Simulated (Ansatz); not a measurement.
**AlN2+ (singlet): from Hartree-Fock to the top rungs, cc-pVTZ**

An exercise on one series of results from a longer session: the logs are not shown, and one member is left open.

The runs use Ansatz 0.2.0, Gaussian basis; cc-pVTZ, core rule «outside noble gas», up to 7 orbitals frozen.

Plan: UHF; CCSD(T) on RHF; BCCD(T) on RHF; CCSDT(Q) on RHF; CASSCF and NEVPT2, 12 electrons in 12 orbitals.

5 further runs of the same task are left out: 1 for a known fault of the program, 4 set aside as unsound or not needed.

### The system

The geometry is a PBE0/def2-TZVP stationary point (not a proven minimum) of the parent state, kept for this charge and spin.

3 atoms, charge 1, spin multiplicity 1.

Atoms are counted from 1 here; the program's logs count them from 0.

Bond lengths: Al1–N2 1.982 Å, N2–N3 1.127 Å. Angles: Al1–N2–N3 180.0°.

Set-up of the first run:

File in.yaml:

```yaml
crystal:
  periodic: [false, false, false]
  atoms:
    - {symbol: Al, position_ang: [0.000000, 0.000000, 1.697108]}
    - {symbol: N, position_ang: [0.000000, 0.000000, -0.285214]}
    - {symbol: N, position_ang: [0.000000, 0.000000, -1.411894]}
basis:
  gaussian: {orbitals: cc-pVTZ}
total_charge: 1
magnetization: {spin_polarized: true, initial_magnetization: 0}
hamiltonian: {xc: hf}
output: {orbitals: {seedname: orbitals}}
```

Run with:

```bash
$ ansatz run in.yaml --threads 1 --pin off --events-out ev --progress --plain --max-ram 4096MiB --backend cpu
```

Steps of the session up to this table: UHF; CCSD(T) on RHF; BCCD(T) on RHF; CCSDT(Q) on RHF; CASSCF and NEVPT2, 12 electrons in 12 orbitals.

One table of the session follows, with a row left open; its other results are not shown here.

| method | from RCCSDT(Q) (meV) |
| --- | --- |
| RHF | +12250.8 |
| RMP2 | +816.6 |
| RCCSD | +643.5 |
| RCCSD(T) | +53.1 |
| BCCD(T) | +50.4 |
| RCCSDT | ? |
| RCCSDT(Q) | 0 |
| CASSCF valence | +6508.9 |
| NEVPT2 valence | +1148.8 |

Q: Estimate the row for RCCSDT from the others.

The run gave: from RCCSDT(Q) (meV): +62.6. In the column «from RCCSDT(Q) (meV)» it lies between RCCSD(T) (+53.1) and RCCSD (+643.5).
